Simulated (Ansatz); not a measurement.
A nudged elastic band was laid between two geometries of C3H5S (9 atoms, charge 1, multiplicity 1).

Level of theory: RKS CAM-B3LYP-D4/6-31G in Ansatz.

```
movable images  : 7
climbing image  : yes
spring          : 5.0 eV/Å²
optimiser       : quadratic models (default)
start path      : IDPP
force threshold : 0.03 eV/Å
iteration limit : 60
end points      : relaxed
```

First end point:

```xyz
9
Properties=species:S:1:pos:R:3
C -0.573 1.164 -0.630
C 0.130 -0.066 -0.319
C 0.400 -0.962 0.781
S 0.468 0.120 -1.971
H -1.647 1.150 -0.793
H -0.130 2.122 -0.372
H -0.553 -1.309 1.212
H 0.890 -0.402 1.594
H 1.014 -1.817 0.499
```

Last end point:

```xyz
9
Properties=species:S:1:pos:R:3
C -0.516 1.270 -0.285
C 0.236 0.091 -0.446
C 0.198 -1.009 0.560
S 1.179 0.046 -1.880
H -1.145 1.417 0.593
H -0.487 2.061 -1.031
H -0.814 -1.423 0.639
H 0.472 -0.635 1.553
H 0.877 -1.818 0.297
```

**Question.** What changes between the two ends?

**Answer.** Bonds broken: C1–S4. The dihedral H6–C1–C2–S4 goes from -101 to 1°.

**Question.** What energy profile does the band end with?

**Answer.** The forces met the threshold. The highest image is number 7 of 0 to 8, 0.85 eV above the first end and 0.00 eV above the last; the last end lies 0.85 eV above the first. The top lies less than 8 meV above the higher end, about what the thresholds resolve: that end is a shoulder or a very shallow well. A vibrational analysis at the climbing image gives one clearly imaginary mode, 293i cm⁻¹: a first-order saddle point. The orbitals stay closed-shell, which can raise the energy where a bond breaks towards radicals; this wasn't checked here. Limits of this set-up: no polarisation functions, the dipole of an ion depends on the origin.

| image | path coordinate (Å) | energy (eV) | C1–S4 (Å) | dihedral H6–C1–C2–S4 (°) |
| --- | --- | --- | --- | --- |
| 0 | 0.00 | 0.00 | 1.99 | -101 |
| 1 | 0.34 | 0.00 | 1.99 | -100 |
| 2 | 0.69 | 0.09 | 2.03 | -92 |
| 3 | 1.03 | 0.32 | 2.15 | -75 |
| 4 | 1.38 | 0.56 | 2.33 | -55 |
| 5 | 1.72 | 0.73 | 2.48 | -37 |
| 6 | 2.07 | 0.82 | 2.59 | -20 |
| 7 | 2.41 | 0.85 | 2.63 | 0 |
| 8 | 2.44 | 0.85 | 2.63 | 1 |

**Question.** What is the geometry of the highest image?

**Answer.** 
```xyz
9
Properties=species:S:1:pos:R:3
C -0.509 1.266 -0.312
C 0.269 0.099 -0.425
C 0.168 -1.012 0.564
S 1.318 0.079 -1.784
H -1.217 1.389 0.508
H -0.424 2.071 -1.039
H -0.846 -1.430 0.571
H 0.374 -0.648 1.578
H 0.867 -1.816 0.339
```

Run time: 6.1 min on 1 thread of Arm Neoverse N1, on a shared host, peak memory 0.13 GiB.
